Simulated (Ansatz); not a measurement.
System: CH2Cl2, charge 0, singlet. CH2Cl2 (SMILES C(Cl)Cl).
B3LYP-D3(BJ)/def2-TZVP minimum from Ansatz (a quantum-chemistry and plane-wave program):
```xyz
5

C      0.0039     0.0052     0.7673
Cl    -0.0175     1.4825    -0.2263
Cl     0.0153    -1.4855    -0.2061
H     -0.8904    -0.0005     1.3784
H      0.9045     0.0193     1.3690
```

Quantity: atomisation energy (electronic, to ground-state atoms), in kcal/mol. UHF or UKS for unpaired electrons; spin-orbit terms are left out. CBS(X,Y): correlation extrapolated as X^-3, Hartree-Fock from the larger set (Q,5: extrapolated as (X+1)exp(-9√X)). A bracket is a step between two methods taken in the basis named. The functionals are non-relativistic, so their misses hold any scalar relativity. Double hybrids freeze cores in their MP2 part. 'core' is core correlation in cc-pwCVTZ (1s frozen past Ne), 'X2C' scalar relativity in cc-pVTZ-DK, both at CCSD(T). For partners of very few electrons the exact lower level stands in for a higher one.

CCSD(T)/CBS(cc-pV(Q+d)Z,cc-pV(5+d)Z) + [CCSDT(Q) - CCSD(T)]/cc-pV(D+d)Z + core + X2C (Ansatz) gives 372.2 kcal/mol.

Problem. What does PBE/def2-TZVPD (Ansatz) give here, and how do the other levels compare?

Solution. PBE gives 380.6 kcal/mol, 8.4 kcal/mol above it. Differences of the others: r2SCAN/def2-TZVPD (Ansatz) 0.1; PBE0/def2-TZVPD (Ansatz) 0.5; wB97M-V/def2-TZVPD (Ansatz) 0.2; B2PLYP/def2-TZVPD (Ansatz) -8.6; CCSD(T)/CBS(cc-pV(Q+d)Z,cc-pV(5+d)Z) + core + X2C (Ansatz) -0.3 kcal/mol. Nearer than PBE: r2SCAN/def2-TZVPD, PBE0/def2-TZVPD, wB97M-V/def2-TZVPD, CCSD(T)/CBS(cc-pV(Q+d)Z,cc-pV(5+d)Z) + core + X2C.
